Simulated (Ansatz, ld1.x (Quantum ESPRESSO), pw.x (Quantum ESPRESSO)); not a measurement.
## From atom to crystal: PAW potential for tantalum (Ta)

| Property | Result |
| --- | --- |
| Element | Ta (Z = 73) |
| Generator | ld1.x (Quantum ESPRESSO) 7.5 |
| Type | PAW |
| Functional | PBEsol |
| Relativity | scalar-relativistic |
| Frozen core | [Xe] 4f14 |
| Valence charge | 5 |
| Reference configuration | 5d3 6s1.5 6p0 (charge +0.5) |
| Partial waves | 6s (bound): rcut 2.35, rcutus 3.20 bohr; 6s channel at 2.9 Ry: rcut 2.35, rcutus 3.20 bohr; 6p (bound, empty): rcut 2.40, rcutus 3.15 bohr; 6p channel at 0.1 Ry: rcut 2.40, rcutus 3.15 bohr; 5d (bound): rcut 2.70, rcutus 2.85 bohr; 5d channel at 0.55 Ry: rcut 2.70, rcutus 2.85 bohr |
| Local potential | all-electron potential smoothed inside 2.70 bohr (lloc = -1) |
| Core correction | a·sin(br)/r model core, default radius (core density twice the valence density) |
| Augmentation charge | PSQ, inside the norm-conserving radii |

Atomic tests: cutoffs needed: 10 Ry and 15 Ry (the cutoffs (Ry, on a coarse ladder) from which the occupation-weighted sum of valence levels, in a spherical-Bessel basis at the reference potential, stays within 10 and 1 mRy of its value at 400 Ry); ghost test: no extra level below or beside the all-electron valence levels (s, p, d, f tested) (spherical-Bessel basis up to 400 Ry, 20 bohr box); configuration tests: 1 of 7 tests not solved or not reliable.

Crystal test: sc Ta in pw.x 7.5, no spin, 12³ k-points, Fermi–Dirac smearing 0.01 Ry, cutoffs 40/320 Ry. The reference is all-electron LAPW (Ansatz 0.2.0) with the same functional, mesh and smearing; V0 and B0 come from Birch–Murnaghan fits to the pressures at five volumes. Errors are pseudo minus all-electron; Δ is the rms difference of the E(V) curves that follow from these fits, minima aligned, over ±6 % about the mean V0. Mesh and smearing are coarse, so the numbers serve the comparison and aren't converged zero-temperature values; the lattice is a test structure that the element need not adopt.

All-electron: a0 = 2.707 Å (V0 = 19.84 Å³/atom), B0 = 154.9 GPa.

Q: How far does the potential miss the all-electron equation of state?

A: mean pressure error (GPa): +0.39; a0 (Å): 2.710; a0 error (%): +0.09; B0 error (%): -0.9; Δ (meV/atom): 1.7. The largest radius (3.20 bohr) exceeds half the bond length (2.55 bohr), so the spheres overlap, which is one possible source of error among others. Atomic configuration tests: 1 of 7 tests not solved or not reliable.

```
V (Å³/atom)  P all-electron (GPa)  P pseudo (GPa)
     18.657                 10.78           11.10
     19.148                  5.93            6.32
     19.639                  1.64            2.06
     20.130                 -2.16           -1.75
     20.621                 -5.52           -5.13
```

Q: At the middle volume, how do free energy and pressure move when the wave cutoff is lowered (ecutrho held at 320 Ry)?

A:

```csv
cutoff (Ry),shift of F (meV/atom),shift of P (GPa)
18,+46.7,-2.04
24,+13.0,+0.16
32,+0.8,+0.00
```

The run at the middle volume (84 k-points, 24 iterations) took about 27 s on one core of a shared host (Neoverse-V1, 32 threads, 247 GiB, load 14).
